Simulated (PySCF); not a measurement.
Compound: C2H6O3S.
Z-matrix (Å and degrees, GFN2-xTB geometry), rows numbered from 1:
```
C 
C   1  1.5080
S   2  1.8002  1  106.88
O   3  1.4246  2  110.08  1   -50.72
O   3  1.4329  2  110.97  1   175.77
O   3  1.6213  2  100.25  1    63.87
H   1  1.0867  2  109.76  3   -61.21
H   1  1.0870  2  109.08  3    57.18
H   1  1.0881  2  111.47  3   177.84
H   2  1.0846  1  113.81  3   116.86
H   2  1.0855  1  112.92  3  -116.45
H   6  0.9582  3  108.71  2   122.35
```

Theory: PBE0/pcSseg-1 in PySCF (dipole) on a GFN2-xTB geometry, gas phase.

Masses are those of the commonest isotopes; rigid-rotor values at the optimised geometry. The values belong to one conformer with, in the numbering `[CH3:1][CH2:2][S:3](=[O:4])(=[O:5])[OH:6]`, C1–C2–S3–O4 -51°, C2–S3–O6–H 122°.

(1) What are A, B and C (MHz)?

(2) What kind of rotor is it?

(3) What does the inertial defect say?

(4) Give the other two planar moments, Paa and Pbb, and the rms extents of the mass along the axes.

(5) Give the coordinates in the principal-axis frame, origin at the centre of mass.

(6) Where do the levels up to J = 3 lie, in cm⁻¹?

(7) Which types of transition are allowed, and where do some lines up to J = 4 fall?

(8) Estimate the classical rotational partition function at 10 K, 25 K and 100 K.

Answers

(1) Ia = 109.37, Ib = 200.38, Ic = 203.20 u·Å²; 505379 MHz·u·Å²/I gives A = 4621, B = 2522, C = 2487 MHz.

(2) A near-prolate asymmetric top: κ = (2 × 2522 − 4621 − 2487)/(4621 − 2487) = -0.97.

(3) Not planar: Δ = Ic − Ia − Ib = -106.54 u·Å². For a rigid frame Δ = −2 Σ m c², so Σ m c² = 53.27 u·Å² lies off the ab plane: 6.01 from hydrogen and 47.27 from heavier atoms. The atom farthest from that plane is 1.68 Å away.

(4) Paa = Σ m a² = (Ib + Ic − Ia)/2 = 147.11 and Pbb = Σ m b² = (Ia + Ic − Ib)/2 = 56.10 u·Å². With the mass M = 110.00 u, the rms extents √(P/M) along a, b and c are 1.16, 0.71, 0.70 Å.

(5) The sense of each axis is arbitrary; atoms in the order of the calculation.
```csv
atom,mass (u),a (Å),b (Å),c (Å)
C1,12.000,2.246,0.043,0.076
C2,12.000,1.136,-0.176,-0.921
S3,31.972,-0.411,-0.114,-0.002
O4,15.995,-0.345,-0.981,1.126
O5,15.995,-1.536,-0.215,-0.885
O6,15.995,-0.378,1.423,0.514
H7,1.008,2.136,1.020,0.540
H8,1.008,2.178,-0.712,0.855
H9,1.008,3.224,-0.018,-0.397
H10,1.008,1.069,0.598,-1.678
H11,1.008,1.173,-1.156,-1.386
H12,1.008,-1.166,1.869,0.201
```

(6) Above 0(0,0):
J = 1: 1(0,1) 0.1671, 1(1,1) 0.2371, 1(1,0) 0.2383
J = 2: 2(0,2) 0.5012, 2(1,2) 0.5701, 2(1,1) 0.5736, 2(2,1) 0.7836, 2(2,0) 0.7836
J = 3: 3(0,3) 1.0025, 3(1,3) 1.0696, 3(1,2) 1.0766, 3(2,2) 1.2849, 3(2,1) 1.2850, 3(3,1) 1.6379, 3(3,0) 1.6379
The levels of one J sum to (2J + 1)J(J + 1)(A + B + C)/3.

(7) The dipole components are |μa| = 2.48 D, |μb| = 2.09 D, |μc| = 1.76 D. Intensities carry the squares of the components, which stand as 1.00 : 0.71 : 0.51 (a : b : c). Some lines, for components of 0.1 D or more:

```tsv
type	branch	J(Ka,Kc)	MHz	lower level (cm⁻¹)
b	Q	1(1,0) ← 1(0,1)	2134	0.167
c	Q	3(2,2) ← 3(1,2)	6244	1.077
b	Q	2(2,1) ← 2(1,2)	6402	0.570
b	R	4(2,2) ← 3(3,1)	9461	1.638
b	Q	4(4,1) ← 4(3,2)	14813	2.306
c	R	2(2,0) ← 1(1,0)	16350	0.238
b	R	2(2,0) ← 1(1,1)	16385	0.237
a	R	4(3,1) ← 3(3,0)	20038	1.638
c	R	3(2,2) ← 2(1,2)	21429	0.570
b	R	3(2,1) ← 2(1,2)	21431	0.570
c	R	4(3,2) ← 3(2,2)	30619	1.285
b	R	4(4,1) ← 3(3,0)	34851	1.638
```

(8) Point group C1, symmetry number σ = 1; q = (√π/σ)·√((kT/h)³/(ABC)), k/h = 20836.6 MHz/K: 990 at 10 K, 3910 at 25 K, 31300 at 100 K.

No GFN2-xTB frequencies stand behind this structure, so it isn't proved a minimum. Constants of a rigid frame at the computed geometry: no zero-point averaging, no centrifugal distortion. A rigid rotor knows nothing of internal rotation, which can split or shift real lines.
